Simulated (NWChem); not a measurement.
The numbers come from NWChem runs, not from measurements. System: C2H3N, charge 1, spin multiplicity 2, at the geometry of a parent with another charge or spin, in a state set for the comparison that need not be this species' ground state. Its SCF solution wasn't tested for a lower state. Level: UHF/def2-TZVPD.

Job file:

```
start mol
memory heap 200 mb stack 900 mb global 1100 mb
charge 1
geometry units angstroms nocenter noautoz
  C      0.009633    -1.174896     0.000000
  C     -0.002296     0.278262     0.000000
  N     -0.011758     1.435113     0.000000
  H     -0.502914    -1.559572     0.893205
  H     -0.502914    -1.559572    -0.893205
  H      1.044111    -1.546842     0.000000
  symmetry group Cs
end
basis spherical
  * library def2-tzvpd
end
scf
  uhf
  nopen 1
  maxiter 100
  thresh 1e-7
  semidirect memsize 60000000 filesize 0
  # guess.movecs holds the orbitals of an unrestricted PBE0 run
  vectors input guess.movecs output mol.movecs
end
task scf energy
```

Part of the output:

```
             Northwest Computational Chemistry Package (NWChem) 7.3.0
             --------------------------------------------------------

                                NWChem Input Module
                                -------------------

 Scaling coordinates for geometry "geometry" by  1.889725989
 (inverse scale =  0.529177249)

 Turning off AUTOSYM since
 SYMMETRY directive was detected!

                             Geometry "geometry" -> ""
                             -------------------------

 Output coordinates in angstroms (scale by  1.889725989 to convert to a.u.)

  No.       Tag          Charge          X              Y              Z
 ---- ---------------- ---------- -------------- -------------- --------------
    1 C                    6.0000     0.00963300    -1.17489600     0.00000000
    2 C                    6.0000    -0.00229600     0.27826200     0.00000000
    3 N                    7.0000    -0.01175800     1.43511300     0.00000000
    4 H                    1.0000    -0.50291400    -1.55957200     0.89320500
    5 H                    1.0000    -0.50291400    -1.55957200    -0.89320500
    6 H                    1.0000     1.04411100    -1.54684200     0.00000000

 Effective nuclear repulsion energy (a.u.)      58.4295767794

            Nuclear Dipole moment (a.u.)
            ----------------------------
        X                 Y               Z
 ---------------- ---------------- ----------------
    -0.0000018897     0.0000018897     0.0000000000

      Symmetry information
      --------------------

 Group name             Cs
 Group number              2
 Group order               2
 No. of unique centers     5

      Symmetry unique atoms

     1    2    3    4    6


 Summary of "ao basis" -> "" (spherical)
 ------------------------------------------------------------------------------
       Tag                 Description            Shells   Functions and Types
 ---------------- ------------------------------  ------  ---------------------
 *                         def2-tzvpd                 on all atoms

 Summary of "ao basis" -> "ao basis" (spherical)
[...]
         195.453284279960           1.507884955394           0.000000000000
           1.507884955394          11.497738644810           0.000000000000
           0.000000000000           0.000000000000         195.465650528755

  Mulliken analysis of the total density
  --------------------------------------

    Atom       Charge   Shell Charges
 -----------   ------   -------------------------------------------------------
    1 C    6     6.26   0.85  1.12  0.47  0.70 -0.33  0.02  1.27  1.36  0.70  0.02  0.04  0.02  0.00
    2 C    6     5.60   0.86  1.12  0.57  0.68  0.13 -0.01  1.13  0.98  0.04  0.03  0.09 -0.03  0.02
    3 N    7     6.97   0.82  1.15  0.63  0.95  0.33  0.00  1.32  1.33  0.36  0.01  0.05  0.01  0.00
    4 H    1     0.72   0.25  0.43 -0.01  0.02  0.03
    5 H    1     0.72   0.25  0.43 -0.01  0.02  0.03
    6 H    1     0.73   0.25  0.43 -0.01  0.02  0.03

  Mulliken analysis of the alpha density
  --------------------------------------

    Atom       Charge   Shell Charges
 -----------   ------   -------------------------------------------------------
    1 C    6     3.11   0.43  0.56  0.24  0.35 -0.17  0.01  0.64  0.67  0.34  0.01  0.02  0.01  0.00
    2 C    6     2.94   0.43  0.56  0.28  0.36  0.06 -0.01  0.61  0.54  0.03  0.02  0.05 -0.02  0.01
    3 N    7     3.84   0.41  0.58  0.32  0.49  0.14  0.00  0.80  0.83  0.23  0.01  0.03  0.01  0.00
    4 H    1     0.38   0.13  0.22  0.00  0.01  0.02
    5 H    1     0.38   0.13  0.22  0.00  0.01  0.02
    6 H    1     0.36   0.12  0.22 -0.00  0.01  0.01

   Mulliken analysis of the beta density
   -------------------------------------

    Atom       Charge   Shell Charges
 -----------   ------   -------------------------------------------------------
    1 C    6     3.15   0.43  0.56  0.24  0.35 -0.17  0.01  0.64  0.68  0.36  0.01  0.02  0.01  0.00
    2 C    6     2.66   0.43  0.56  0.29  0.32  0.07 -0.00  0.52  0.44  0.01  0.01  0.03 -0.02  0.01
    3 N    7     3.14   0.41  0.58  0.31  0.47  0.18  0.00  0.52  0.50  0.14  0.01  0.02  0.00  0.00
    4 H    1     0.34   0.12  0.20 -0.01  0.01  0.02
    5 H    1     0.34   0.12  0.20 -0.01  0.01  0.02
    6 H    1     0.37   0.13  0.22 -0.00  0.01  0.02

   Mulliken analysis of the spin density
   -------------------------------------

    Atom       Charge   Shell Charges
 -----------   ------   -------------------------------------------------------
    1 C    6    -0.04  -0.00  0.00 -0.00 -0.01 -0.00  0.00 -0.00 -0.01 -0.02  0.00  0.00 -0.00  0.00
    2 C    6     0.28  -0.00 -0.00 -0.00  0.03 -0.00 -0.00  0.10  0.10  0.02  0.01  0.02  0.00  0.00
    3 N    7     0.70  -0.00 -0.00  0.01  0.02 -0.04 -0.00  0.28  0.32  0.09  0.00  0.01  0.00  0.00
    4 H    1     0.04   0.01  0.02  0.01  0.00  0.00
    5 H    1     0.04   0.01  0.02  0.01  0.00  0.00
    6 H    1    -0.01  -0.00 -0.00 -0.00 -0.00 -0.00

       Multipole analysis of the density wrt the origin
       ------------------------------------------------

     L   x y z        total         alpha         beta         nuclear
     -   - - -        -----         -----         ----         -------
     0   0 0 0      1.000000    -11.000000    -10.000000     22.000000

     1   1 0 0     -0.014418      0.020974     -0.035391     -0.000002
     1   0 1 0     -0.929391     -1.419025      0.489632      0.000002
     1   0 0 1      0.000000     -0.000000      0.000000      0.000000

     2   2 0 0    -11.194091     -8.644438     -8.254674      5.705021
     2   1 1 0      0.068161      0.404428      0.507476     -0.843742
     2   1 0 1     -0.000000     -0.000000     -0.000000      0.000000
     2   0 2 0     -7.858006    -60.965962    -55.527239    108.635195
     2   0 1 1      0.000000     -0.000000      0.000000      0.000000
     2   0 0 2    -10.113943     -8.729974     -7.082067      5.698099

 Task  times  cpu:        8.9s     wall:        8.9s

 Total times  cpu:        8.9s     wall:        8.9s
```
